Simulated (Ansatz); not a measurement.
A cut through the energy surface

C$_{2}$H$_{6}$O (SMILES CCO), singlet, at its PBE0-D4/def2-TZVP minimum:

```json
{"atom": "C1", "x (Å)": "-0.5364", "y (Å)": "0.5716", "z (Å)": "-0.4684"}
{"atom": "C2", "x (Å)": "0.3074", "y (Å)": "-0.6000", "z (Å)": "-0.0153"}
{"atom": "O3", "x (Å)": "1.2055", "y (Å)": "-0.2614", "z (Å)": "1.0216"}
{"atom": "H4", "x (Å)": "-1.1820", "y (Å)": "0.2854", "z (Å)": "-1.3029"}
{"atom": "H5", "x (Å)": "0.0976", "y (Å)": "1.4009", "z (Å)": "-0.7890"}
{"atom": "H6", "x (Å)": "-1.1816", "y (Å)": "0.9281", "z (Å)": "0.3408"}
{"atom": "H7", "x (Å)": "0.9323", "y (Å)": "-0.9566", "z (Å)": "-0.8375"}
{"atom": "H8", "x (Å)": "-0.3378", "y (Å)": "-1.4376", "z (Å)": "0.2856"}
{"atom": "H9", "x (Å)": "0.6950", "y (Å)": "0.0696", "z (Å)": "1.7650"}
```

The dihedral angle H4–C1–C2–O3 (177.2° at the minimum) is set to the values below, with the rest relaxed at PBE0-D4/def2-TZVP at each step (the four atoms are held in place, so their three bonds and two angles keep the values of the minimum). Each method's energies count from its own value at the PBE0-D4 minimum structure. Program: Ansatz 0.2.0. Basis: def2-TZVPP. Cores are frozen in the correlated methods.

CCSD(T) energies along the scan:
| dihedral angle (°) | CCSD(T) (kJ/mol) |
| --- | --- |
| -176.9 | 0.26 |
| -163.5 | 3.08 |
| -150.2 | 8.13 |
| -136.9 | 13.30 |
| -123.5 | 15.79 |
| -110.2 | 14.03 |
| -96.9 | 9.19 |
| -83.5 | 3.89 |
| -70.2 | 0.53 |
They count from the CCSD(T) energy at the PBE0-D4 minimum.

Largest difference from the CCSD(T) curve over the scan: r2SCAN-D4 0.17; PBE0-D4 0.84; wB97M-V 1.17; HF 0.86 kJ/mol. Each curve counts from its own value at the minimum.

T1 diagnostic: at most 0.010.

For scale, one of the runs: CCSD(T)/def2-TZVPP, 177 basis functions (an equivalent command: `ansatz run in.yaml --threads 2`). Time: 34 s of wall clock on 2 CPU threads; the host was shared. Peak host memory: 1.7 GiB.
